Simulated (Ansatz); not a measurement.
# C2H6FNO2: a ladder of functionals and wavefunction methods

An exercise on one series of results from a longer session: the logs are not shown, and one member is left open.

Method: functionals in def2-TZVPP, the program's frozen cores in correlated methods; program: Ansatz 0.2.0, Gaussian basis.

Plan: PBE-D4, r2SCAN-D4, PBE0-D4, B3LYP-D4, ωB97X-V, ωB97M-V, B2PLYP; CCSD(T)/def2-TZVPP; MP2/def2-QZVPP; extrapolation to the limit.

## Structure used throughout

All runs share one geometry, relaxed beforehand with PBE0-D4 in a triple-zeta def2 set.

SMILES `COC(N)(O)F`, 12 atoms, charge 0, spin multiplicity 1.

Atoms are counted from 1 here; the program's logs count them from 0.

Bond lengths: C1–O2 1.419 Å, C1–H7 1.089 Å, C1–H8 1.092 Å, C1–H9 1.092 Å, O2–C3 1.372 Å, C3–N4 1.417 Å, C3–O5 1.369 Å, C3–F6 1.385 Å, N4–H10 1.011 Å, N4–H11 1.012 Å, O5–H12 0.964 Å. Angles: O2–C1–H7 106.1°, O2–C1–H8 110.7°, O2–C1–H9 110.8°, H7–C1–H8 110.0°, H7–C1–H9 109.6°, H8–C1–H9 109.5°, C1–O2–C3 115.7°, O2–C3–N4 113.2°, O2–C3–O5 107.3°, O2–C3–F6 108.9°, N4–C3–O5 112.4°, N4–C3–F6 106.1°, O5–C3–F6 108.8°, C3–N4–H10 109.9°, C3–N4–H11 109.5°, H10–N4–H11 109.2°, C3–O5–H12 107.6°.

The first run:

in.yaml reads:

```yaml
crystal:
  periodic: [false, false, false]
  atoms:
    - {symbol: C, position_ang: [-0.593920, -1.243526, 0.955509]}
    - {symbol: O, position_ang: [0.569700, -0.654421, 0.396975]}
    - {symbol: C, position_ang: [0.395029, 0.579187, -0.177511]}
    - {symbol: N, position_ang: [-0.526235, 0.568045, -1.253832]}
    - {symbol: O, position_ang: [1.631197, 1.033082, -0.552118]}
    - {symbol: F, position_ang: [-0.130489, 1.444467, 0.768136]}
    - {symbol: H, position_ang: [-0.318964, -2.263719, 1.217818]}
    - {symbol: H, position_ang: [-1.409023, -1.250678, 0.229427]}
    - {symbol: H, position_ang: [-0.908965, -0.706409, 1.853039]}
    - {symbol: H, position_ang: [-0.777169, 1.515549, -1.502153]}
    - {symbol: H, position_ang: [-0.104251, 0.115101, -2.053995]}
    - {symbol: H, position_ang: [2.250189, 0.808122, 0.152504]}
basis:
  gaussian: {orbitals: def2-TZVPP}
hamiltonian: {xc: pbe, dispersion: d4}
output: {forces: true, orbitals: {seedname: orbitals}}
```

Run with:

```bash
ansatz run in.yaml --threads 4 --pin off --events-out ev --progress --plain --max-ram 10444MiB
```

Among the steps run: PBE-D4 (GGA); r2SCAN-D4 (meta-GGA); PBE0-D4 (hybrid); B3LYP-D4 (hybrid); ωB97X-V (range-separated); ωB97M-V (range-separated); B2PLYP (double hybrid); CCSD(T) in def2-TZVPP; MP2 in def2-QZVPP.

One table of the session follows, with a row left open; its other results are not shown here.

| method | atomisation energy (kcal/mol) |
| --- | --- |
| PBE-D4 | 1141.7 |
| r2SCAN-D4 | 1107.0 |
| PBE0-D4 | 1107.8 |
| B3LYP-D4 | 1103.3 |
| ωB97X-V | ? |
| ωB97M-V | 1111.3 |
| B2PLYP | 1092.5 |
| HF/def2-TZVPP | 746.5 |
| MP2/def2-TZVPP | 1101.0 |
| CCSD/def2-TZVPP | 1053.1 |
| CCSD(T)/def2-TZVPP | 1073.2 |
| MP2/CBS | 1133.8 |
| CCSD(T)/CBS | 1106.1 |

**Question.** Estimate the row for ωB97X-V.

The run gave: atomisation energy (kcal/mol): 1109.8. In the column «atomisation energy (kcal/mol)» it lies between PBE0-D4 (1107.8) and ωB97M-V (1111.3).
